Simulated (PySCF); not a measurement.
Geometries of 6 isomers of C4H5F, from PBE0-D3(BJ)/def2-SVP geometry optimisation, gas phase in PySCF. One conformer each, no zero-point energy, no frequencies.

Problem. Which is lowest in electronic energy at this level?
A.
```xyz
10
angstrom
C      2.338   -0.029   -0.176
C      1.175    0.246    0.011
C     -0.236    0.561    0.248
C     -1.136   -0.650    0.110
F     -0.653    1.531   -0.640
H      3.372   -0.270   -0.343
H     -0.329    0.989    1.263
H     -1.055   -1.062   -0.905
H     -0.852   -1.429    0.832
H     -2.179   -0.355    0.293
```
B.
```xyz
10
angstrom
C     -1.203   -0.232   -0.423
C     -0.062    0.150    0.493
C      1.231    0.805   -0.049
C      1.287   -0.416    0.366
F      2.004   -1.492    0.558
H     -1.901    0.610   -0.555
H     -1.780   -1.075   -0.009
H     -0.830   -0.527   -1.416
H     -0.400    0.464    1.497
H      1.648    1.711   -0.477
```
C.
```xyz
10
angstrom
C      1.419   -0.394    0.330
C      0.109    0.140   -0.067
C     -0.712    0.988   -0.588
F     -0.908    2.125   -1.207
C     -1.403   -0.180   -0.035
H      1.603   -1.371   -0.146
H      2.232    0.290    0.047
H      1.461   -0.553    1.420
H     -1.950   -0.108    0.921
H     -1.804   -0.963   -0.703
```
D.
```xyz
10
angstrom
C     -1.997    0.133   -0.252
C     -0.560   -0.024   -0.113
C      0.641   -0.147   -0.002
C      2.082   -0.309    0.141
F      2.774    0.796   -0.289
H     -2.443   -0.725   -0.779
H     -2.231    1.040   -0.831
H     -2.488    0.223    0.729
H      2.337   -0.491    1.200
H      2.421   -1.183   -0.442
```
E.
```xyz
10
angstrom
F      2.007   -1.094   -0.562
C      1.355   -0.044    0.019
C     -0.100   -0.136   -0.147
C     -1.170   -0.723   -0.585
C     -1.394    0.550    0.173
H      1.601   -0.013    1.097
H      1.718    0.901   -0.425
H     -1.633   -1.547   -1.119
H     -1.670    1.472   -0.366
H     -1.787    0.519    1.202
```
F.
```xyz
10
angstrom
F      2.322    0.142   -0.559
C      1.037    0.171   -0.266
C      0.126    1.146   -0.193
C     -0.952    0.153    0.195
C      0.135   -0.962    0.101
H      0.135    2.225   -0.346
H     -1.777    0.040   -0.527
H     -1.377    0.282    1.204
H     -0.032   -1.720   -0.681
H      0.365   -1.472    1.051
```

Solution. F. That is `C1=C(F)CC1`, 13.8 kcal/mol below the next.

```tsv
SMILES	atoms numbered as above	E (Eh)	relative (kcal/mol)	relative (kJ/mol)	dipole (D)
FC1=CCC1	[F:1][C:2]1=[CH:3][CH2:4][CH2:5]1	-254.75167	0.0	0.0	1.33
CC#CCF	[CH3:1][C:2]#[C:3][CH2:4][F:5]	-254.72965	13.8	57.8	2.17
C#C[C@H](C)F	[CH:1]#[C:2][C@H:3]([CH3:4])[F:5]	-254.72404	17.3	72.5	1.79
CC1=C(F)C1	[CH3:1][C:2]1=[C:3]([F:4])[CH2:5]1	-254.70965	26.4	110.3	1.58
FCC1=CC1	[F:1][CH2:2][C:3]1=[CH:4][CH2:5]1	-254.70572	28.8	120.6	1.14
C[C@@H]1C=C1F	[CH3:1][C@@H:2]1[CH:3]=[C:4]1[F:5]	-254.70381	30.0	125.7	1.02
```

As drawn, the lowest has a four-membered ring, which the highest lacks; the highest has a three-membered ring, which the lowest lacks.
